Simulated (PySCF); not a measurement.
Gas-phase reaction: 3 C4H10 (isobutane) = 4 C3H6 (propylene) + 3 H2

Computed with PySCF and rigid-rotor harmonic-oscillator thermochemistry at 1 bar. The comparison is the NASA 1993 polynomial table, which mixes measured and estimated data. † marks an energy on the PBE0/def2-TZVP geometry and frequencies. MP2 freezes the core. All species are closed-shell singlets. MP2 isn't extrapolated to the basis-set limit.

Levels: a) MP2/def2-TZVPP†; b) M06-2X/def2-TZVP†; c) BLYP/def2-TZVP†; d) MP2/def2-SVP†.

Task: Order the levels by the distance of their ΔH°(298 K) from the table for this reaction, closest first.

Result: b (+4 kJ), a (+33 kJ), d (+72 kJ), c (-137 kJ)

The table gives 484 kJ. The order holds for this reaction alone, and for the 1993 entries, some of which have been revised since.
